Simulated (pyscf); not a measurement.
Optimised with ωB97X-D3(BJ)/def2-SVP in PySCF. MP2 and CC: frozen core, UHF for open shells. ΔMP2 is the change of the MP2 total energy from the triple- to the quadruple-zeta basis.

Task: Estimate the classical barrier height and the reaction energy of SiH₃• + H₃C–Cl → H₃Si–Cl + CH₃• at CCSD(T)/def2-TZVPP + ΔMP2(QZVPP). The step runs on the doublet surface, breaks C–Cl and forms Cl–Si; take the separated reactants as zero.

Result: ΔE‡ = 8.8 kcal/mol, ΔE = -23.6 kcal/mol. Zero-point energy shifts the barrier by -0.1 kcal/mol. It is an atom transfer, with an imaginary mode of 502i cm⁻¹. This is the saddle that the search found; another between the same sides may lie lower. The angle at the transferred Cl is 180°. The CCSD(T) − MP2 part came from Ansatz, without density fitting, on the same reference.
